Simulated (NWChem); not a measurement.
**[C3H5]− (SMILES C=C[CH2-]): levels of theory compared**

We compute a comparison of 5 runs (HF/cc-pVDZ, HF/def2-SVP, B3LYP/6-31G*, M06-2X/cc-pVDZ, B3LYP/def2-TZVP) of [C3H5]−. 

Program for the calculation: NWChem 7.3.0.

### 1 The molecule

[C3H5]−: 8 atoms, total charge -1, spin state singlet. As SMILES, `C=C[CH2-]`. The coordinates come from a GFN2-xTB relaxation. This is one conformer, not always the lowest.

Bond lengths: C1–C2 1.373 Å, C2–C3 1.374 Å, C1–H4 1.084 Å, C1–H5 1.085 Å, C2–H6 1.100 Å, C3–H7 1.084 Å, C3–H8 1.085 Å. Angles: C1–C2–C3 129.8°, C1–C2–H6 115.1°, C3–C2–H6 115.1°, C2–C1–H4 122.0°, C2–C1–H5 121.9°, C2–C3–H7 122.0°, C2–C3–H8 121.9°, H4–C1–H5 116.1°, H7–C3–H8 116.1°.

### 2 Energy and forces at HF/cc-pVDZ (run 1)

The input, c3h5.nw:

```
start c3h5
title "C3H5 hf"
memory stack 880 mb heap 220 mb global 1100 mb
charge -1
geometry units angstroms noautosym nocenter noautoz
 C     -0.442920     0.972840    -0.656060
 C      0.234840     0.220100     0.271580
 C      0.265400    -1.142430     0.444810
 H     -1.078560     0.521640    -1.409180
 H     -0.368470     2.055030    -0.681190
 H      0.847520     0.794620     0.981140
 H     -0.302810    -1.815020    -0.187050
 H      0.845000    -1.606780     1.235950
end
basis spherical bse
 * library cc-pVDZ
end
scf
 thresh 1e-08
 maxiter 80
end
task scf gradient
```

Command:

```console
$ nwchem c3h5.nw > c3h5.out
```

The log of the run:

```text
[...]
  functions       =    67
[...]
  wavefunction    = RHF
[...]
         Total SCF energy =   -116.414438124871
      One-electron energy =   -290.118971536865
      Two-electron energy =    108.751785626942
 Nuclear repulsion energy =     64.952747785052
        Time for solution =      6.9s
[...]
                         RHF ENERGY GRADIENTS
    atom               coordinates                        gradient
                 x          y          z           x          y          z
   1 C      -0.836997   1.838401  -1.239774    0.003788  -0.014997   0.006112
   2 C       0.443783   0.415929   0.513212   -0.000643  -0.000129  -0.000387
   3 C       0.501533  -2.158880   0.840569   -0.005604   0.012776  -0.008659
   4 H      -2.038183   0.985757  -2.662964    0.001765   0.002990   0.001934
   5 H      -0.696307   3.883444  -1.287262   -0.001209  -0.001799  -0.001379
   6 H       1.601581   1.501614   1.854086    0.000995   0.000929   0.001133
   7 H      -0.572228  -3.429890  -0.353473    0.002439   0.001061   0.003072
   8 H       1.596818  -3.036374   2.335607   -0.001531  -0.000830  -0.001826
[...]
```

Wall time 9 s (1 thread of Intel Xeon Platinum 8488C (Sapphire Rapids), shared host); peak memory 0.099 GiB.

### 3 Energy and gradient at HF/def2-SVP (run 2)

The input, c3h5.nw:

```
start c3h5
memory stack 880 mb heap 220 mb global 1100 mb
charge -1

geometry units au noautosym nocenter noautoz
 C   -0.83699750   1.83840116  -1.23977372
 C    0.44378328   0.41592872   0.51321182
 C    0.50153331  -2.15887982   0.84056908
 H   -2.03818301   0.98575674  -2.66296426
 H   -0.69630739   3.88344388  -1.28726254
 H    1.60158069   1.50161417   1.85408589
 H   -0.57222797  -3.42989071  -0.35347327
 H    1.59681858  -3.03637414   2.33560700
end

basis "ao basis" spherical bse
 * library def2-SVP
end

scf
 thresh 1e-08
 maxiter 80
 print low
end

task scf gradient
```

Command:

```console
$ nwchem c3h5.nw > c3h5.out
```

The log of the run:

```text
[...]
  functions       =    67
[...]
  wavefunction    = RHF
[...]
         Total SCF energy =   -116.323620565325
      One-electron energy =   -289.952616356510
      Two-electron energy =    108.676252692846
 Nuclear repulsion energy =     64.952743098339
        Time for solution =      5.7s
[...]
                         RHF ENERGY GRADIENTS
    atom               coordinates                        gradient
                 x          y          z           x          y          z
   1 C      -0.836998   1.838401  -1.239774    0.003458  -0.014569   0.005662
   2 C       0.443783   0.415929   0.513212   -0.000622  -0.000075  -0.000301
   3 C       0.501533  -2.158880   0.840569   -0.005501   0.012078  -0.008574
   4 H      -2.038183   0.985757  -2.662964    0.001719   0.002744   0.001906
   5 H      -0.696307   3.883444  -1.287263   -0.001083  -0.001915  -0.001225
   6 H       1.601581   1.501614   1.854086    0.001297   0.001208   0.001475
   7 H      -0.572228  -3.429891  -0.353473    0.002277   0.001128   0.002891
   8 H       1.596819  -3.036374   2.335607   -0.001545  -0.000599  -0.001833
 Task  times  cpu:        6.9s     wall:        6.9s
 Total times  cpu:        7.0s     wall:        7.0s
```

It took 8.1 s on 1 thread of Intel Xeon Platinum 8488C (Sapphire Rapids), shared host; peak memory 0.1 GiB.

Runs 3 to 4 aren't shown in full; the table further down has their settings and results.

### 4 Energy and forces at B3LYP/def2-TZVP (run 5)

The input, input.nw:

```
start input
title "C3H5"
memory 2200 mb
charge -1

geometry units au noautosym nocenter noautoz
 C  -0.83699750  1.83840116 -1.23977372
 C   0.44378328  0.41592872  0.51321182
 C   0.50153331 -2.15887982  0.84056908
 H  -2.03818301  0.98575674 -2.66296426
 H  -0.69630739  3.88344388 -1.28726254
 H   1.60158069  1.50161417  1.85408589
 H  -0.57222797 -3.42989071 -0.35347327
 H   1.59681858 -3.03637414  2.33560700
end

basis spherical bse
 * library def2-TZVP
end

dft
 xc b3lyp
 grid fine
 convergence energy 1e-08
 maxiter 100
 mulliken
 noprint "final vectors analysis"
end

task dft gradient
```

Command:

```console
$ nwchem input.nw > input.out
```

The log of the run:

```text
[...]
          Wavefunction type:  closed shell.
          No. of atoms     :     8
          No. of electrons :    24
[...]
          Charge           :    -1
          Spin multiplicity:     1
[...]
          AO basis - number of functions:   123
[...]
              XC Information
              --------------
                         B3LYP Method XC Potential
                     Hartree-Fock (Exact) Exchange  0.200
                        Slater Exchange Functional  0.800 local
                    Becke 1988 Exchange Functional  0.720 non-local
              Lee-Yang-Parr Correlation Functional  0.810
                  VWN I RPA Correlation Functional  0.190 local
[...]
 d= 0,ls=0.0,diis     1   -117.2140210632 -1.82D+02  8.72D-03  1.01D+00     3.5
[...]
 d= 0,ls=0.0,diis     8   -117.3186674749  3.99D-09  2.58D-06  1.53D-07    22.3
         Total DFT energy =     -117.318667474861
      One electron energy =     -290.345111982816
           Coulomb energy =      126.423740427910
    Exchange-Corr. energy =      -18.350039018293
 Nuclear repulsion energy =       64.952743098339
[...]
  wavefunction    = closed shell
[...]
```

Wall time 30 s (1 thread of Intel Xeon Platinum 8488C (Sapphire Rapids), shared host); peak memory 0.13 GiB.

### 5 The series

| run | level | iteration cap | module | energy (Eh) | HOMO energy (eV) | LUMO energy (eV) | HOMO–LUMO gap (eV) | wall time |
| --- | --- | --- | --- | --- | --- | --- | --- | --- |
| 1 | HF/cc-pVDZ | 80 | scf | -116.414438 | 0.13 | 10.67 | 10.55 | 9 s |
| 2 | HF/def2-SVP | 80 | scf | -116.323621 | – | – | – | 8.1 s |
| 3 | B3LYP/6-31G* (spherical functions) | 100 | dft | -117.237782 | 2.98 | 8.71 | 5.74 | 21 s |
| 4 | M06-2X/cc-pVDZ | 100 | dft | -117.193593 | 1.36 | 8.50 | 7.14 | 36 s |
| 5 | B3LYP/def2-TZVP | 100 | dft | -117.318667 | – | – | – | 30 s |

### 6 Outcome

| quantity | value |
| --- | --- |
| run 5: total energy | -117.31867 Eh |
| run 5: largest force on an atom | 0.953 eV/Å |

Over runs 1, 3, 4 the HOMO–LUMO gap runs from 5.74 eV (B3LYP/6-31G*) to 10.55 eV (HF/cc-pVDZ). The two ends differ in method and basis. The empty levels of an anion lie above zero and hang on the basis. Totals of different functionals can't be ranked against each other. In runs 1, 3, 4 the HOMO lies above zero, so the outermost electron may be held by the basis alone. All runs together took 1.7 min, the longest 36 s.
